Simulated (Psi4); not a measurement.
Process, species as SMILES: OO (H2O2) → [O-]O + H+
B3LYP-D3(BJ)/def2-TZVP geometries, fixed; electronic energies without zero-point terms.
Largest species:
```
O
H 1 0.9680
O 1 1.4504 2 100.54
H 3 0.9680 1 100.54 2 115.91
```

The deprotonation energy at MP2 with Psi4, in kcal/mol, split into its Hartree-Fock and correlation parts. Density fitting with the program's default auxiliary sets. Cores are frozen. No added dispersion term, no relativity. Functions are those of the species that has most.

```
basis        X  functions  Hartree-Fock     MP2
-----------  -  ---------  ------------  ------
aug-cc-pVDZ  2         64        387.87  380.37
aug-cc-pVTZ  3        138        389.93  382.27
aug-cc-pVQZ  4        252        390.41  382.51
```

Worked estimate of the basis-set limit from each neighbouring pair, with Hartree-Fock from the larger set and the correlation part extrapolated as X^-3.
Correlation parts: X = 2: -7.50, X = 3: -7.66, X = 4: -7.90.
- (2,3): (27·(-7.66) - 8·(-7.50))/19 = -7.73; with Hartree-Fock 389.93 the estimate is 382.20 kcal/mol.
- (3,4): (64·(-7.90) - 27·(-7.66))/37 = -8.08; with Hartree-Fock 390.41 the estimate is 382.33 kcal/mol.
The last two estimates differ by 0.13 kcal/mol; the largest set lies 0.18 from the last. Over the last step Hartree-Fock moves by 0.48 and the correlation part by -0.24.
